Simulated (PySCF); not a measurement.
Stepwise substitution at one centre (C Cl-H). Gas-phase values, no solvent. Strings in code marks are SMILES.

Level of theory: PBE0-D4/def2-TZVP (PySCF). All candidates: neutral, multiplicity 1. Delta-SCF ions had no search for a lower state. 

```json
{
 "HOMO–LUMO gap": "8.09 eV",
 "HOMO": "-8.85 eV",
 "vertical ionisation energy (Delta-SCF)": "11.09 eV"
}
```

Problem. Say which member has these values.
A) `ClCCl`
B) `C`
C) `ClC(Cl)(Cl)Cl`
D) `ClC(Cl)Cl`

Solution. D, `ClC(Cl)Cl`. The others give `ClC(Cl)(Cl)Cl`: 7.61 eV, -9.06 eV, 11.17 eV; `ClCCl`: 8.70 eV, -8.68 eV, 11.07 eV; `C`: 12.68 eV, -10.98 eV, 14.09 eV
